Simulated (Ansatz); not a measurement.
This script drives Ansatz 0.2.0 through its Python package.

`fh3nsi.xyz`
```text
6

N    -1.28700    0.09480   -0.33380
Si    0.32510    0.15500    0.19670
F     0.61720   -1.25580    0.86270
H    -1.35800   -0.66260   -0.96540
H     1.22030    0.34260   -0.99140
H     0.52450    1.26200    1.18490
```

Script `run_relaxed_scan.py`:
```python
# -*- coding: utf-8 -*-
'''One bond of FH3NSi held at set lengths while the rest relaxes.'''

import warnings

import ansatz as az
import numpy as np

BASIS = 'def2-SVP'
XC = 'pbe'

warnings.simplefilter('ignore', az.DeckWarning)

geometry = az.Crystal.molecule_from_extxyz('fh3nsi.xyz')

setup = (
    geometry.calculation()
    .basis(gaussian=BASIS)
    .functional(XC)
    .spin('collinear', total=1)
)
symbols = [site.symbol for site in geometry.cartesian_sites]
pairs = [(0, 1), (0, 3), (1, 2), (1, 4), (1, 5)]
print('held (A)   E (eV)        ', '  '.join(f'{symbols[i]}{i}-{symbols[j]}{j}' for i, j in pairs))
for length in [1.56, 1.7, 1.83, 2.04, 2.29]:
    r = setup.relax(constraints=[az.DistanceConstraint((0, 1), at=length)], force_tolerance=0.02, max_steps=60).run(threads=1).report
    xyz = np.array(r['positions_ang'])
    print(f'{length:6.2f} {r["free_energy_ev"]:14.5f}  ', '  '.join(f'{np.linalg.norm(xyz[i] - xyz[j]):.3f}' for i, j in pairs))
```

It is started by `python run_relaxed_scan.py`. Estimate its wall time and peak memory on 1 thread of AMD EPYC 9R45 96-Core Processor (Zen 5), with other jobs on the host.

It took about 41 s, with a peak of 0.23 GiB, for 5 runs of the engine.

```console
$ python run_relaxed_scan.py
held (A)   E (eV)         N0-Si1  N0-H3  Si1-F2  Si1-H4  Si1-H5
  1.56   -12118.33368   1.560  1.023  1.645  1.515  1.514
  1.70   -12118.75475   1.700  1.034  1.643  1.505  1.505
  1.83   -12118.70499   1.830  1.041  1.641  1.501  1.501
  2.04   -12118.20539   2.040  1.049  1.638  1.498  1.498
  2.29   -12117.39399   2.290  1.054  1.636  1.497  1.496
```

Caveats:
- Total energies depend on the basis set; only differences at equal settings carry meaning.
- The energies are electronic: no zero-point or thermal terms, and the basis set is short of its limit.
- The run takes the species as open-shell (spin multiplicity 2), which needn't be its ground state.
- The script silences the warnings on its input, which a real study should read.
